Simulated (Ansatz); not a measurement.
in.yaml

```yaml
crystal:
  periodic: [false, false, false]
  atoms:
    - {symbol: N, position_ang: [0.000000, 0.000000, 1.044667]}
    - {symbol: Mg, position_ang: [0.000000, 0.000000, -3.100333]}
    - {symbol: H, position_ang: [0.000000, 0.000000, 2.055667]}
basis:
  gaussian: {orbitals: 6-31G}
magnetization: {spin_polarized: false, initial_magnetization: 2}
correlation: {method: fci, electrons: outside_noble_gas}
```

```sh
$ ansatz run in.yaml --threads 1 --pin off --events-out ev --progress --plain --max-ram 2393MiB
```

The program prints:

```
483 factors; integrals over basis functions are off by at most 1.3e-7 eV
mean field evaluation 1: about -6918.8003 eV, gradient 2.8e1 eV
mean field evaluation 2: about -6918.8075 eV, gradient 2.8e1 eV
mean field evaluation 4: about -6920.2038 eV, gradient 1.7e1 eV
mean field evaluation 8: about -6921.2942 eV, gradient 1.1e1 eV
mean field evaluation 16: about -6921.6621 eV, gradient 1.1e-2 eV
mean field evaluation 32: about -6926.2143 eV, gradient 1.5e-6 eV
mean field evaluation 64: about -6922.4895 eV, gradient 2.7e-6 eV
mean field evaluation 96: about -6921.6570 eV, gradient 4.5e-1 eV
mean field -6926.21431452 eV, -254.5336813021 hartree, gradient 4.2e-6 eV, S^2 2.000000; 5 other end points of the search recorded, 0 dependent functions left out
mean field evaluation 128: about -6926.0217 eV, gradient 6.8e0 eV
mean field evaluation 160: about -6926.3403 eV, gradient 2.8e-2 eV
6 core orbitals not correlated: weight in the atoms' cores, before any rotation towards them, 1.000 or more for the frozen orbitals, at most 0.000 for the correlated occupied ones
reference -6926.21431452 eV, -254.5336813021 hartree; 5, 3 occupied and 13, 15 virtual orbitals, 483 factors
state -6929.09407724 eV, -254.6395106298 hartree
Total energy: -6929.09407724 eV, -254.6395106298 hartree
```

Natural occupations: 1.9830 1.9671 1.8507 0.9943 0.9943 0.0501 0.0501 0.0466 0.0301 0.0126 0.0069 0.0069 0.0031 0.0030 0.0009 0.0002 0.0001 0.0001.

Ran on 1 thread of Arm Neoverse V2, shared host: 14 s wall, 0.32 GiB peak host memory.
